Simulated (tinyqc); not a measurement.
RHF in the sto-3g basis, for H2O, spin multiplicity 1, step by step. Computed by tinyqc, a small Python program that keeps every step (integrals from PySCF). Settings: charge = 0, multiplicity = 1, basis = sto-3g, energy threshold = 1e-08, iteration cap = 83, orthogonalisation = canonical, start = random, DIIS depth = 8, DIIS from iteration = 2, method = RHF. Command: `OMP_NUM_THREADS=1 python tinyqc.py 28577 28578 out.jsonl` (the two numbers bound the seeds that draw the settings). One thread of a shared host (Intel(R) Xeon(R) Processor @ 2.60GHz), about 0.05 s of CPU time with the checks. Later iterations appear only in the table of the cycle.

## One-electron integrals

Geometry (angstrom):
```
atom        x         y        z
O     0.00000   0.00000  0.00000
H     0.00000   0.85400  0.70600
H     0.00000  -0.85400  0.70600
```

Basis sto-3g: exponents (1/bohr^2) and contraction coefficients of normalised primitives:
```
element  l (shell)   exponent  coefficient
O            s (1)  130.70932      0.15433
O            s (1)   23.80886      0.53533
O            s (1)    6.44361      0.44463
O            s (2)    5.03315     -0.09997
O            s (2)    1.16960      0.39951
O            s (2)    0.38039      0.70012
O            p (3)    5.03315      0.15592
O            p (3)    1.16960      0.60768
O            p (3)    0.38039      0.39196
H            s (1)    3.42525      0.15433
H            s (1)    0.62391      0.53533
H            s (1)    0.16886      0.44463
```

Overlap, kinetic and nuclear-attraction integrals over the contracted functions; the nuclear repulsion is the sum of Za Zb / Rab.

nuclear repulsion = 7.9510970 hartree

overlap S, lower triangle:
```
          1O 1s    1O 2s   1O 2px    1O 2py   1O 2pz    2H 1s    3H 1s
1O 1s   1.00000
1O 2s   0.23670  1.00000
1O 2px  0.00000  0.00000  1.00000
1O 2py  0.00000  0.00000  0.00000   1.00000
1O 2pz  0.00000  0.00000  0.00000   0.00000  1.00000
2H 1s   0.03768  0.38147  0.00000   0.26018  0.21509  1.00000
3H 1s   0.03768  0.38147  0.00000  -0.26018  0.21509  0.18899  1.00000
```

kinetic energy T (hartree), lower triangle:
```
           1O 1s    1O 2s   1O 2px    1O 2py   1O 2pz     2H 1s    3H 1s
1O 1s   29.00320
1O 2s   -0.16801  0.80813
1O 2px   0.00000  0.00000  2.52873
1O 2py   0.00000  0.00000  0.00000   2.52873
1O 2pz   0.00000  0.00000  0.00000   0.00000  2.52873
2H 1s   -0.00854  0.06783  0.00000   0.14021  0.11591   0.76003
3H 1s   -0.00854  0.06783  0.00000  -0.14021  0.11591  -0.00298  0.76003
```

nuclear attraction V (hartree), lower triangle:
```
            1O 1s      1O 2s    1O 2px    1O 2py    1O 2pz     2H 1s     3H 1s
1O 1s   -61.57361
1O 2s    -7.40917  -10.00239
1O 2px    0.00000    0.00000  -9.87029
1O 2py    0.00000    0.00000   0.00000  -9.97519
1O 2pz   -0.01476   -0.18068   0.00000   0.00000  -9.94198
2H 1s    -1.20788   -2.93471   0.00000  -1.76015  -1.50528  -5.27985
3H 1s    -1.20788   -2.93471   0.00000   1.76015  -1.50528  -1.09780  -5.27985
```

core Hamiltonian H = T + V (hartree), lower triangle:
```
            1O 1s     1O 2s    1O 2px    1O 2py    1O 2pz     2H 1s     3H 1s
1O 1s   -32.57041
1O 2s    -7.57718  -9.19426
1O 2px    0.00000   0.00000  -7.34156
1O 2py    0.00000   0.00000   0.00000  -7.44646
1O 2pz   -0.01476  -0.18068   0.00000   0.00000  -7.41325
2H 1s    -1.21641  -2.86688   0.00000  -1.61994  -1.38936  -4.51982
3H 1s    -1.21641  -2.86688   0.00000   1.61994  -1.38936  -1.10078  -4.51982
```

## Two-electron integrals

Functions are numbered as in S; the eight-fold symmetry (ij|kl) = (ji|kl) = (kl|ij) leaves the list below.

Two-electron integrals (ij|kl) in chemists' order, unique and non-zero (hartree):
```
(11|11) 4.78507    (21|11) 0.74138    (21|21) 0.13687    (22|11) 1.11895
(22|21) 0.25663    (22|22) 0.81721    (31|31) 0.02448    (32|31) 0.03781
(32|32) 0.18052    (33|11) 1.11581    (33|21) 0.25668    (33|22) 0.81702
(33|33) 0.88016    (41|41) 0.02448    (42|41) 0.03781    (42|42) 0.18052
(43|43) 0.04744    (44|11) 1.11581    (44|21) 0.25668    (44|22) 0.81702
(44|33) 0.78527    (44|44) 0.88016    (51|51) 0.02448    (52|51) 0.03781
(52|52) 0.18052    (53|53) 0.04744    (54|54) 0.04744    (55|11) 1.11581
(55|21) 0.25668    (55|22) 0.81702    (55|33) 0.78527    (55|44) 0.78527
(55|55) 0.88016    (61|11) 0.11946    (61|21) 0.02188    (61|22) 0.04082
(61|33) 0.04074    (61|41) 0.00077    (61|42) 0.00146    (61|44) 0.04089
(61|51) 0.00064    (61|52) 0.00120    (61|54) 0.00012    (61|55) 0.04084
(61|61) 0.00354    (62|11) 0.30878    (62|21) 0.07179    (62|22) 0.25531
(62|33) 0.25084    (62|41) 0.00416    (62|42) 0.03262    (62|44) 0.25866
(62|51) 0.00344    (62|52) 0.02697    (62|54) 0.00647    (62|55) 0.25619
(62|61) 0.01172    (62|62) 0.10116    (63|31) 0.00729    (63|32) 0.04323
(63|43) 0.00667    (63|53) 0.00551    (63|63) 0.01395    (64|11) 0.17735
(64|21) 0.04174    (64|22) 0.15849    (64|33) 0.15141    (64|41) 0.00940
(64|42) 0.06226    (64|44) 0.16934    (64|51) 0.00174    (64|52) 0.01573
(64|54) 0.00932    (64|55) 0.15455    (64|61) 0.00710    (64|62) 0.07632
(64|64) 0.07087    (65|11) 0.14661    (65|21) 0.03451    (65|22) 0.13103
(65|33) 0.12517    (65|41) 0.00174    (65|42) 0.01573    (65|44) 0.12897
(65|51) 0.00873    (65|52) 0.05624    (65|54) 0.00981    (65|55) 0.13879
(65|61) 0.00587    (65|62) 0.06309    (65|64) 0.04705    (65|65) 0.05285
(66|11) 0.46763    (66|21) 0.11047    (66|22) 0.45209    (66|33) 0.43434
(66|41) 0.00785    (66|42) 0.08622    (66|44) 0.46564    (66|51) 0.00649
(66|52) 0.07127    (66|54) 0.02588    (66|55) 0.45573    (66|61) 0.01817
(66|62) 0.23180    (66|64) 0.19956    (66|65) 0.16497    (66|66) 0.77461
(71|11) 0.11946    (71|21) 0.02188    (71|22) 0.04082    (71|33) 0.04074
(71|41) -0.00077   (71|42) -0.00146   (71|44) 0.04089    (71|51) 0.00064
(71|52) 0.00120    (71|54) -0.00012   (71|55) 0.04084    (71|61) 0.00349
(71|62) 0.01136    (71|64) 0.00632    (71|65) 0.00569    (71|66) 0.01747
(71|71) 0.00354    (72|11) 0.30878    (72|21) 0.07179    (72|22) 0.25531
(72|33) 0.25084    (72|41) -0.00416   (72|42) -0.03262   (72|44) 0.25866
(72|51) 0.00344    (72|52) 0.02697    (72|54) -0.00647   (72|55) 0.25619
(72|61) 0.01136    (72|62) 0.08121    (72|64) 0.04248    (72|65) 0.04924
(72|66) 0.15111    (72|71) 0.01172    (72|72) 0.10116    (73|31) 0.00729
(73|32) 0.04323    (73|43) -0.00667   (73|53) 0.00551    (73|63) 0.01081
(73|73) 0.01395    (74|11) -0.17735   (74|21) -0.04174   (74|22) -0.15849
(74|33) -0.15141   (74|41) 0.00940    (74|42) 0.06226    (74|44) -0.16934
(74|51) -0.00174   (74|52) -0.01573   (74|54) 0.00932    (74|55) -0.15455
(74|61) -0.00632   (74|62) -0.04248   (74|64) -0.01188   (74|65) -0.02524
(74|66) -0.07158   (74|71) -0.00710   (74|72) -0.07632   (74|74) 0.07087
(75|11) 0.14661    (75|21) 0.03451    (75|22) 0.13103    (75|33) 0.12517
(75|41) -0.00174   (75|42) -0.01573   (75|44) 0.12897    (75|51) 0.00873
(75|52) 0.05624    (75|54) -0.00981   (75|55) 0.13879    (75|61) 0.00569
(75|62) 0.04924    (75|64) 0.02524    (75|65) 0.04023    (75|66) 0.10000
(75|71) 0.00587    (75|72) 0.06309    (75|74) -0.04705   (75|75) 0.05285
(76|11) 0.10838    (76|21) 0.02545    (76|22) 0.09890    (76|33) 0.09647
(76|44) 0.09832    (76|51) 0.00187    (76|52) 0.01771    (76|55) 0.10179
(76|61) 0.00412    (76|62) 0.03940    (76|64) 0.02581    (76|65) 0.02763
(76|66) 0.09565    (76|71) 0.00412    (76|72) 0.03940    (76|74) -0.02581
(76|75) 0.02763    (76|76) 0.01941    (77|11) 0.46763    (77|21) 0.11047
(77|22) 0.45209    (77|33) 0.43434    (77|41) -0.00785   (77|42) -0.08622
(77|44) 0.46564    (77|51) 0.00649    (77|52) 0.07127    (77|54) -0.02588
(77|55) 0.45573    (77|61) 0.01747    (77|62) 0.15111    (77|64) 0.07158
(77|65) 0.10000    (77|66) 0.30682    (77|71) 0.01817    (77|72) 0.23180
(77|74) -0.19956   (77|75) 0.16497    (77|76) 0.09565    (77|77) 0.77461
```

## Orthogonalisation

S = U s U^T; canonical form X = U s^(-1/2), so that X^T S X = 1. Each column of U has its largest component positive (the first on a tie).

eigenvalues of S: 0.43913  0.52562  0.88334  1.00000  1.10389  1.28539  1.76263

X:
```
               1         2         3        4         5         6        7
1O 1s   -0.34775   0.00000   0.73034  0.00000   0.61836   0.00000  0.17444
1O 2s    1.03092   0.00000  -0.30255  0.00000   0.31866   0.00000  0.43941
1O 2px   0.00000   0.00000   0.00000  1.00000   0.00000   0.00000  0.00000
1O 2py   0.00000   0.84536   0.00000  0.00000   0.00000   0.69695  0.00000
1O 2pz   0.49852   0.00000   0.66491  0.00000  -0.61473   0.00000  0.21723
2H 1s   -0.64998  -0.77067  -0.18032  0.00000  -0.14846   0.38225  0.38512
3H 1s   -0.64998   0.77067  -0.18032  0.00000  -0.14846  -0.38225  0.38512
```

## Starting guess

The start is random orthonormal orbitals; D = 2 C_occ C_occ^T.

D at the start, lower triangle:
```
           1O 1s     1O 2s    1O 2px    1O 2py    1O 2pz     2H 1s    3H 1s
1O 1s    1.54274
1O 2s   -0.82875   0.52052
1O 2px   0.36114  -0.32441   1.68861
1O 2py  -0.17057   0.13453   0.14335   2.33466
1O 2pz  -0.56774   0.40087   0.34236  -0.16037   1.78405
2H 1s    0.73606  -0.09681  -0.23074  -0.65573  -0.07337   1.93283
3H 1s    0.71030  -0.50036  -0.29340   0.91100  -0.06759  -0.88623  2.14639
```

## Iteration 1: building the Fock matrix

J_ij = sum D_kl (ij|kl), K_ij = sum D_kl (ik|jl); F = H + J - 0.5 K; E = tr D H + tr D J / 2 - 0.25 tr D K + E_nn.

Coulomb J (hartree), lower triangle:
```
           1O 1s     1O 2s    1O 2px    1O 2py   1O 2pz    2H 1s    3H 1s
1O 1s   14.31081
1O 2s    2.78368   7.41945
1O 2px  -0.01449  -0.13513   7.35112
1O 2py   0.00832   0.07527   0.01444   7.47064
1O 2pz   0.01550   0.26728   0.02671  -0.01087  7.41823
2H 1s    0.44611   2.43946  -0.02989   1.56568  1.35179  4.88105
3H 1s    0.44540   2.41289  -0.03410  -1.51468  1.34251  0.99457  4.82677
```

exchange K (hartree), lower triangle:
```
           1O 1s     1O 2s    1O 2px    1O 2py   1O 2pz    2H 1s    3H 1s
1O 1s    6.69178
1O 2s    0.88537   1.32114
1O 2px   0.29109  -0.37139   1.73548
1O 2py  -0.12154   0.22777   0.12928   2.01841
1O 2pz  -0.33376   0.28449   0.21659  -0.09646  1.86269
2H 1s    0.31968   0.70229  -0.14557   0.56409  0.52453  1.44392
3H 1s    0.32310   0.51206  -0.21226  -0.34564  0.55097  0.19633  1.32966
```

Fock matrix F (hartree), lower triangle:
```
            1O 1s     1O 2s    1O 2px    1O 2py    1O 2pz     2H 1s     3H 1s
1O 1s   -21.60549
1O 2s    -5.23619  -2.43539
1O 2px   -0.16004   0.05056  -0.85818
1O 2py    0.06909  -0.03862  -0.05020  -0.98503
1O 2pz    0.16762  -0.05565  -0.08159   0.03735  -0.92637
2H 1s    -0.93014  -0.77856   0.04290  -0.33631  -0.29984  -0.36072
3H 1s    -0.93256  -0.71002   0.07203   0.27808  -0.32234  -0.20438  -0.35788
```

total energy of this density = -57.3027590 hartree

## Iteration 1: diagonalisation and new density

Diagonalise F' = X^T F X, C = X C', fill 5 alpha and 5 beta electrons from the bottom; D = 2 C_occ C_occ^T. Each column has its largest component positive (the first on a tie).

F' = X^T F X (hartree), lower triangle:
```
          1         2         3         4          5         6         7
1  -0.71247
2   0.03881  -0.08742
3   2.38314   0.05314  -9.21675
4  -0.00759  -0.01999  -0.20715  -0.85818
5   2.36334   0.03963  -9.02071  -0.04976  -10.68338
6  -0.02748  -0.35761   0.08246  -0.04612   -0.00168  -0.85110
7   0.48824   0.00371  -4.16375   0.02084   -4.49500  -0.02330  -2.99741
```

orbital energies (hartree): MO1 -21.61034, MO2 -1.28890, MO3 -1.01171, MO4 -0.97935, MO5 -0.75441, MO6 0.04087, MO7 0.19712

coefficients C:
```
             MO1       MO2       MO3       MO4       MO5       MO6       MO7
1O 1s    0.99906  -0.22741   0.00420   0.03247  -0.09482   0.02087   0.08235
1O 2s    0.00156   0.93086  -0.01300  -0.13895   0.38210  -0.16796  -0.62352
1O 2px   0.00762  -0.15256   0.15885   0.63075   0.73979   0.02832   0.07411
1O 2py  -0.00387   0.12468   0.89148   0.15305  -0.29690   0.49538  -0.18195
1O 2pz  -0.01057   0.20955  -0.32060   0.73674  -0.46715  -0.14256  -0.43309
2H 1s    0.00713   0.08280   0.04524   0.03939  -0.10400  -0.58678   0.99988
3H 1s    0.00486   0.02851  -0.08889   0.02637  -0.08725   1.05105   0.49361
```

D after iteration 1, lower triangle:
```
           1O 1s     1O 2s    1O 2px    1O 2py   1O 2pz    2H 1s    3H 1s
1O 1s    2.11982
1O 2s   -0.50185   2.06395
1O 2px  -0.01339   0.10193   1.98741
1O 2py   0.00929  -0.06050  -0.00109   1.84374
1O 2pz   0.01731  -0.16330   0.07227  -0.01636  1.81566
2H 1s   -0.00076   0.06258  -0.11497   0.17506  0.16075  0.04264
3H 1s    0.01425  -0.01859  -0.13269  -0.09154  0.18922  0.01697  0.03409
```

## Iteration 2: building the Fock matrix

As before.

Coulomb J (hartree), lower triangle:
```
           1O 1s     1O 2s   1O 2px    1O 2py   1O 2pz    2H 1s    3H 1s
1O 1s   18.27671
1O 2s    3.47599   8.65246
1O 2px   0.00344   0.01438  8.64495
1O 2py  -0.00193  -0.00565  0.00013   8.64670
1O 2pz  -0.00358  -0.00142  0.00413   0.00071  8.64216
2H 1s    0.55583   2.63699  0.00332   1.61381  1.33579  4.57297
3H 1s    0.55598   2.63637  0.00324  -1.61396  1.33445  1.00510  4.56048
```

exchange K (hartree), lower triangle:
```
           1O 1s     1O 2s    1O 2px    1O 2py   1O 2pz    2H 1s    3H 1s
1O 1s    9.82645
1O 2s    1.69835   2.80978
1O 2px   0.00286   0.02491   2.32223
1O 2py  -0.00218  -0.01597   0.00190   2.29732
1O 2pz  -0.00631  -0.02857   0.02781  -0.00385  2.27934
2H 1s    0.29322   0.88779  -0.02717   0.49529  0.41712  0.62107
3H 1s    0.29228   0.86529  -0.03287  -0.47023  0.42081  0.27436  0.57527
```

Fock matrix F (hartree), lower triangle:
```
            1O 1s     1O 2s    1O 2px    1O 2py    1O 2pz     2H 1s     3H 1s
1O 1s   -19.20693
1O 2s    -4.95037  -1.94670
1O 2px    0.00201   0.00192   0.14227
1O 2py   -0.00084   0.00234  -0.00081   0.05158
1O 2pz   -0.01519  -0.16782  -0.00978   0.00264   0.08924
2H 1s    -0.80719  -0.67378   0.01691  -0.25378  -0.26213  -0.25739
3H 1s    -0.80657  -0.66315   0.01968   0.24109  -0.26532  -0.23286  -0.24697
```

total energy of this density = -74.1732658 hartree

## Iteration 2: diagonalisation and new density

As before.

F' = X^T F X (hartree), lower triangle:
```
          1         2         3         4         5         6         7
1   0.00688
2   0.01220   0.65872
3   1.98725  -0.00291  -7.76898
4  -0.02737   0.00144  -0.01221   0.14227
5   1.70942   0.00364  -8.47569   0.00244  -9.07656
6   0.00763   0.14767   0.00448  -0.00163  -0.00126  -0.24427
7   0.55081   0.00334  -3.73329   0.01316  -4.16526  -0.00549  -2.64964
```

orbital energies (hartree): MO1 -19.21703, MO2 -0.83975, MO3 -0.26784, MO4 -0.03127, MO5 0.14041, MO6 0.60047, MO7 0.68344

coefficients C:
```
             MO1       MO2       MO3       MO4       MO5       MO6       MO7
1O 1s    0.99373  -0.21861   0.00283  -0.14369  -0.00363  -0.10464  -0.01451
1O 2s    0.02687   0.77198  -0.01241   0.67955   0.02414   0.61896   0.08157
1O 2px  -0.00010  -0.00757   0.00392   0.03580   0.99699  -0.06808  -0.00445
1O 2py   0.00003   0.00089   0.55530  -0.01116  -0.00450  -0.10128   0.93895
1O 2pz   0.00295   0.17552  -0.00945  -0.64066   0.08026   0.81275   0.08586
2H 1s   -0.00482   0.22957   0.50271  -0.36071  -0.02996  -0.57431  -0.77403
3H 1s   -0.00485   0.21467  -0.49456  -0.37634  -0.03082  -0.74194   0.61777
```

D after iteration 2, lower triangle:
```
           1O 1s     1O 2s    1O 2px    1O 2py   1O 2pz     2H 1s    3H 1s
1O 1s    2.11193
1O 2s   -0.47966   2.11839
1O 2px  -0.01438   0.08501   1.99069
1O 2py   0.00605  -0.02780  -0.00543   0.61701
1O 2pz   0.11261  -0.59546   0.11143   0.00340  0.89558
2H 1s   -0.00322  -0.14998  -0.08509   0.56704  0.52843   0.87290
3H 1s    0.00207  -0.16951  -0.09553  -0.54020  0.56194  -0.12529  0.86656
```

## Iteration 9 (converged): orbitals

converged F (hartree), lower triangle:
```
            1O 1s     1O 2s    1O 2px    1O 2py    1O 2pz     2H 1s     3H 1s
1O 1s   -20.25968
1O 2s    -5.16453  -2.41163
1O 2px    0.00000   0.00000  -0.38974
1O 2py    0.00000   0.00000   0.00000  -0.23028
1O 2pz   -0.02528  -0.07413   0.00000   0.00000  -0.27290
2H 1s    -0.83752  -0.79135   0.00000  -0.34978  -0.33149  -0.41293
3H 1s    -0.83752  -0.79135   0.00000   0.34978  -0.33149  -0.25766  -0.41293
```

As before.

F' = X^T F X (hartree), lower triangle:
```
          1        2         3         4         5         6         7
1  -0.21847
2   0.00000  0.56252
3   2.19443  0.00000  -8.47626
4   0.00000  0.00000   0.00000  -0.38974
5   1.76155  0.00000  -8.72542   0.00000  -9.77500
6   0.00000  0.10550   0.00000   0.00000   0.00000  -0.52997
7   0.47422  0.00000  -3.86771   0.00000  -4.35421   0.00000  -2.97338
```

orbital energies (hartree): MO1 -20.26793, MO2 -1.20977, MO3 -0.54007, MO4 -0.44239, MO5 -0.38974, MO6 0.47698, MO7 0.57262

coefficients C:
```
             MO1       MO2       MO3       MO4       MO5       MO6       MO7
1O 1s    0.99446  -0.23944   0.00000   0.09437   0.00000  -0.10931   0.00000
1O 2s    0.02396   0.88829   0.00000  -0.48190   0.00001   0.65354   0.00000
1O 2px   0.00000   0.00000   0.00000   0.00002   1.00000   0.00000   0.00000
1O 2py   0.00000   0.00000   0.61327   0.00000   0.00000   0.00000   0.90790
1O 2pz   0.00316   0.08553   0.00000   0.73691  -0.00001   0.75190   0.00000
2H 1s   -0.00450   0.14260   0.45392   0.33478  -0.00001  -0.70207  -0.73077
3H 1s   -0.00450   0.14260  -0.45391   0.33478  -0.00001  -0.70208   0.73076
```

D after iteration 9, lower triangle:
```
           1O 1s     1O 2s    1O 2px    1O 2py   1O 2pz     2H 1s    3H 1s
1O 1s    2.11035
1O 2s   -0.46868   2.04370
1O 2px   0.00000   0.00001   2.00000
1O 2py   0.00000   0.00000   0.00000   0.75219
1O 2pz   0.10441  -0.55813   0.00001   0.00000  1.10073
2H 1s   -0.01406  -0.06953  -0.00001   0.55675  0.51777   0.67695
3H 1s   -0.01406  -0.06953  -0.00001  -0.55674  0.51777  -0.14721  0.67694
```

## Convergence

Stop when the energy changes by less than 1e-08 hartree and every element of the error matrix X^T (F D S - S D F) X is below 3e-05.

Course of the cycle:
```
iteration  E (hartree)     change  largest element of the error matrix
1          -57.3027590          -                             1.28e+01
2          -74.1732658  -1.69e+01                             8.34e-01
3          -74.9057710  -7.33e-01                             1.90e-01
4          -74.9387972  -3.30e-02                             2.62e-02
5          -74.9399678  -1.17e-03                             1.36e-02
6          -74.9403406  -3.73e-04                             1.33e-03
7          -74.9403445  -3.86e-06                             2.07e-04
8          -74.9403446  -1.45e-07                             1.07e-04
9          -74.9403446  -7.35e-09                             7.11e-06
```

PySCF RHF in the same basis = -74.9403446 hartree

Converged in 9 iterations.

## Populations, bond orders and dipole

Mulliken: Z minus the diagonal of D S on the atom; Loewdin: the same with S^(1/2) D S^(1/2); Mayer order: 2 sum_s sum (D(s) S)_ij (D(s) S)_ji over the two atoms.

Charges (e):
```
atom  Mulliken   Loewdin
1O    -0.24343  -0.17739
2H     0.12171   0.08869
3H     0.12171   0.08869
```

Mayer bond orders:
```
pair    order
2-1   0.97882
3-1   0.97881
3-2   0.00637
```

dipole moment about the origin, x y z (debye): 0.00000  -0.00001  1.53683
